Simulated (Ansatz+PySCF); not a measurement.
Values are calculated unless marked as measured or tabulated.
## Ansatz (development build ahead of 0.2.0) run

```yaml
crystal:
  periodic: [false, false, false]
  atoms:
    - { symbol: C, position_ang: [0.0, 0.0, 0.0] }
    - { symbol: H, position_ang: [0.98268, 0.98268, 0.98268] }
    - { symbol: H, position_ang: [0.63399, -0.63399, -0.63399] }
    - { symbol: H, position_ang: [-0.63399, 0.63399, -0.63399] }
    - { symbol: H, position_ang: [-0.63399, -0.63399, 0.63399] }
basis:
  gaussian: { orbitals: "6-31G" }
magnetization:
  spin_polarized: true
hamiltonian:
  xc: hf
correlation:
  method: mp2
  frozen_orbitals: { C: 1, H: 0 }
```

The input is written out in the form of the current development build from the run's settings.

Results

```
Converged                                                          : yes
Reference energy                                                   : -40.08173 hartree
Correlation energy                                                 : -0.10185 hartree
Total energy                                                       : -40.18359 hartree
Spin squared of the determinant                                    : 0.156
Occupied orbitals by symmetry in an Abelian subgroup (alpha; beta) : 4 A' 1 A''; 4 A' 1 A''
```

Caution: bonds are stretched, where a single reference can fail; the unrestricted determinant is spin contaminated; another reference gives a lower total.
